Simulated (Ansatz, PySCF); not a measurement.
Reaction (SMILES): C=O (CH2O) → C=O (CH2O) as doublet, charge +1 + e-
Geometries: B3LYP-D3(BJ)/def2-TZVP minima from Ansatz (a first-principles code).

Quantity: adiabatic ionisation energy (0 K, with B3LYP-D3(BJ) harmonic zero-point energies from PySCF), in eV. Valence correlation only, unless marked. Open shells are spin-unrestricted. Spin-orbit coupling is left out. No relativistic terms. CBS(X,Y): correlation extrapolated as X^-3; Hartree-Fock from the larger set.

Measured: 10.88 eV (CCCBDB table in ASE); it holds spin-orbit effects, which all levels lack. This is an older compilation, not checked against later work.

```csv
level,program,adiabatic ionisation energy (eV),error against measurement
B3LYP-D3(BJ)/def2-TZVPD,Ansatz + dftd3,10.79,-0.09
"MP2/CBS(cc-pVTZ,cc-pVQZ)",Ansatz,11.35,0.47
RI-MP2/cc-pVTZ,Ansatz,11.14,0.26
"RI-MP2/CBS(def2-TZVPP,def2-QZVPP)",Ansatz,11.35,0.47
SCS-MP2/def2-TZVPP,Ansatz,11.12,0.24
CCSD/def2-SVPD,Ansatz,10.65,-0.23
"CCSD(T)/CBS(def2-TZVPPD,def2-QZVPPD)",Ansatz,10.91,0.03
```
